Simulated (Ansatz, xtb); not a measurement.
**Relative energy of two isomers of C3H5Cl2+**

Structure X: `CC[C+](Cl)Cl`, a singlet. Structure Y: `C[C+](Cl)CCl`, a singlet. Both are isolated ions in the gas phase, relaxed with r2SCAN-D4/def2-SVP; the shapes shown needn't be the lowest conformers.

X (Å):

```yaml
atoms:
  - { symbol: C, position_ang: [-2.2374, -0.0731, 0.8911] }
  - { symbol: C, position_ang: [-1.2219, -0.7994, -0.0564] }
  - { symbol: C, position_ang: [-0.1827, 0.1512, -0.4497] }
  - { symbol: Cl, position_ang: [1.1762, 0.3597, 0.4822] }
  - { symbol: Cl, position_ang: [-0.3798, 1.1244, -1.7811] }
  - { symbol: H, position_ang: [-1.7407, 0.2803, 1.8047] }
  - { symbol: H, position_ang: [-2.9970, -0.8208, 1.1603] }
  - { symbol: H, position_ang: [-2.7249, 0.7663, 0.3773] }
  - { symbol: H, position_ang: [-0.7620, -1.6425, 0.4826] }
  - { symbol: H, position_ang: [-1.7526, -1.1541, -0.9539] }
```

Y (Å):

```json
{"atom": "C", "x (Å)": "-1.9054", "y (Å)": "0.0130", "z (Å)": "1.3246"}
{"atom": "C", "x (Å)": "-1.0159", "y (Å)": "-0.5962", "z (Å)": "0.3389"}
{"atom": "C", "x (Å)": "-0.6970", "y (Å)": "0.0534", "z (Å)": "-0.9534"}
{"atom": "Cl", "x (Å)": "-0.2986", "y (Å)": "-2.0580", "z (Å)": "0.6772"}
{"atom": "Cl", "x (Å)": "-2.1555", "y (Å)": "-0.6071", "z (Å)": "-1.7904"}
{"atom": "H", "x (Å)": "-2.5110", "y (Å)": "-0.7294", "z (Å)": "1.8662"}
{"atom": "H", "x (Å)": "-1.2362", "y (Å)": "0.4732", "z (Å)": "2.0871"}
{"atom": "H", "x (Å)": "-2.5200", "y (Å)": "0.8120", "z (Å)": "0.8889"}
{"atom": "H", "x (Å)": "0.2130", "y (Å)": "-0.3104", "z (Å)": "-1.4465"}
{"atom": "H", "x (Å)": "-0.7582", "y (Å)": "1.1504", "z (Å)": "-0.9225"}
```

Q: Estimate which is lower in electronic energy at CCSD(T)/def2-SVP + ΔMP2/def2-TZVPP, and by roughly how much.

A: Too close to call at this level: CCSD(T)/def2-SVP + ΔMP2/def2-TZVPP gives E(Y) − E(X) = +7.42 kJ/mol.

How the difference moves with the method:

| level | geometry | E(Y) − E(X) (kJ/mol) | departure from the last row (kJ/mol) | job, with rough time for the two |
| --- | --- | --- | --- | --- |
| GFN2-xTB | GFN2-xTB | −0.63 | −8.05 | optimisation, 0.23 s |
| HF/STO-3G | GFN2-xTB | −24.37 | −31.79 | single point, 0.34 s |
| r2SCAN-D4/def2-SVP//GFN2-xTB | GFN2-xTB | +6.35 | −1.06 | single point, 4.2 s |
| r2SCAN-D4/def2-SVP | r2SCAN-D4/def2-SVP | +5.61 | −1.81 | optimisation, 41 s |
| HF/def2-SVP | r2SCAN-D4/def2-SVP | −9.07 | −16.48 | part of the CCSD(T) run |
| MP2/def2-SVP | r2SCAN-D4/def2-SVP | +19.34 | +11.93 | part of the CCSD(T) run |
| CCSD(T)/def2-SVP | r2SCAN-D4/def2-SVP | +14.18 | +6.76 | single point |
| CCSD(T)/def2-SVP + ΔMP2/def2-TZVPP | r2SCAN-D4/def2-SVP | +7.42 |  | single point, 29 s |

As drawn, both hold the same kinds of bond in the same numbers.

HF/STO-3G, HF/def2-SVP put the two in the other order. GFN2-xTB finds them nearly level. The largest departure from CCSD(T)/def2-SVP + ΔMP2/def2-TZVPP is that of HF/STO-3G, 31.79 kJ/mol. The last row adds to CCSD(T) the change of the MP2 difference between the two basis sets, here −6.76 kJ/mol.

With harmonic frequencies from r2SCAN-D4/def2-SVP (ideal gas, rigid rotor, one conformer each, 298.15 K, 1 atm): on the last row, ΔE + ΔZPE = +5.24 kJ/mol. A mode under 50 cm⁻¹ makes harmonic enthalpies and free energies unreliable, so none is given.

The correlated steps freeze 13 core orbitals. Run with Ansatz 0.2.0, xtb 6.7.1; the last row on 2 threads of Arm Neoverse V1 on a shared host.
